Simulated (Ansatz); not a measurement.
# CHOSi+ (quintet): from Hartree-Fock to the top rungs, def2-TZVPP

An exercise on one series of results from a longer session: the logs are not shown, and one member is left open.

Computed with Ansatz 0.2.0, Gaussian basis. Level: def2-TZVPP, core rule «outside noble gas», up to 7 orbitals frozen.

Plan: UHF; ROHF; CCSD(T) on UHF.

## The geometry

The geometry is a PBE0/def2-TZVP stationary point (not a proven minimum) of the parent state, kept for this charge and spin.

4 atoms, charge 1, spin multiplicity 5.

Atoms are counted from 1 here; the program's logs count them from 0.

Bond lengths: C1–Si2 1.820 Å, C1–H4 1.084 Å, Si2–O3 1.530 Å. Angles: Si2–C1–H4 150.6°, C1–Si2–O3 122.3°.

Set-up of the first run:

Contents of in.yaml:

```yaml
crystal:
  periodic: [false, false, false]
  atoms:
    - {symbol: C, position_ang: [0.000000, -0.231556, 1.642911]}
    - {symbol: Si, position_ang: [0.000000, 0.419511, -0.056146]}
    - {symbol: O, position_ang: [0.000000, -0.495400, -1.281834]}
    - {symbol: H, position_ang: [0.000000, -1.066454, 2.334393]}
basis:
  gaussian: {orbitals: def2-TZVPP}
total_charge: 1
magnetization: {spin_polarized: true, initial_magnetization: 4}
hamiltonian: {xc: hf}
output: {orbitals: {seedname: orbitals}}
```

Launch:

```console
$ ansatz run in.yaml --threads 1 --pin off --events-out ev --progress --plain --max-ram 4096MiB --backend cpu
```

Steps of the session up to this table: UHF; ROHF; CCSD(T) on UHF.

One of the session's tables, all rows but one given; the rest of the session is left out.

| method | from UCCSD(T) (meV) |
| --- | --- |
| ROHF | +10918.7 |
| UHF | +10579.8 |
| UMP2 | +1322.1 |
| UCCSD | ? |
| UCCSD(T) | 0 |

Q: Estimate the row for UCCSD from the others.

As computed: from UCCSD(T) (meV): +361.5. In the column «from UCCSD(T) (meV)» it lies between UCCSD(T) (0) and UMP2 (+1322.1).
